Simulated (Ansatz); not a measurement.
# PH (triplet): from Hartree-Fock to the top rungs, def2-QZVPP

An exercise on one series of results from a longer session: the logs are not shown, and one member is left open.

Program: Ansatz 0.2.0, Gaussian basis. Level of theory: def2-QZVPP, core rule «outside noble gas», up to 5 orbitals frozen. These are calculated values, not measurements.

Plan: UHF; ROHF; CCSD(T) on UHF.

2 further runs of the same task are left out: 2 set aside as unsound or not needed.

**The system**

The geometry is a PBE0/def2-TZVP stationary point (not a proven minimum).

2 atoms, charge 0, spin multiplicity 3.

Atoms are counted from 1 here; the program's logs count them from 0.

Bond lengths: P1–H2 1.428 Å.

Geometry (Å):

```
P     0.0000    0.0000    0.0000
H     0.0000    0.0000    1.4282
```

The first run:

The input, in.yaml:

```yaml
crystal:
  periodic: [false, false, false]
  atoms:
    - {symbol: P, position_ang: [0.000000, 0.000000, 0.000000]}
    - {symbol: H, position_ang: [0.000000, 0.000000, 1.428200]}
basis:
  gaussian: {orbitals: "def2-QZVPP.json"}
magnetization: {spin_polarized: true, initial_magnetization: 2}
hamiltonian: {xc: hf}
output: {orbitals: {seedname: orbitals}}
```

Run with:

```console
$ ansatz run in.yaml --threads 1 --pin off --events-out ev --progress --plain --max-ram 2393MiB
```

Steps of the session up to this table: UHF; ROHF; CCSD(T) on UHF.

One of the session's tables, all rows but one given; the rest of the session is left out.

```
  method  from UCCSD(T) (meV)
    ROHF              +4074.2
     UHF                    ?
    UMP2               +751.1
   UCCSD               +144.2
UCCSD(T)                    0
```

Q: Estimate the row for UHF from the others.

**Answer.** from UCCSD(T) (meV): +3872.5. In the column «from UCCSD(T) (meV)» it lies between UMP2 (+751.1) and ROHF (+4074.2).
